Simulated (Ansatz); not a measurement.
## Bromine, solid Br2 (Cmce): convergence with the k-point mesh

Computed with Ansatz, r²SCAN, scalar-relativistic PAW, on the relaxed cell (a = 7.112 Å, b = 4.255 Å, c = 8.770 Å; spin not included). Errors count from a run at 500 eV on a Γ-centred 8×8×4 mesh with Fermi-Dirac smearing of 0.05 eV, extrapolated to zero width. Fixed here: cutoff 500 eV, Fermi-Dirac width 0.05 eV. The SCF starts from atomic densities corrected by a trained network.

| k-mesh | E(σ→0) error (meV/atom) | P (GPa) | SCF iterations |
| --- | --- | --- | --- |
| 2×2×1 | -43.9 | -0.39 | 6 |
| 2×2×1 | -43.9 | -0.39 | 6 |
| 3×3×2 | -2.3 | -0.05 | 6 |
| 4×4×2 | 0.7 | 0.00 | 6 |
| 5×5×3 | 0.0 | -0.02 | 6 |
| 7×7×3 | 0.0 | -0.02 | 6 |
| 9×9×4 | 0.0 | -0.02 | 6 |
| 13×13×6 | 0.0 | -0.02 | 6 |

Within 5 meV/atom of the last row: from 3×3×2 on.
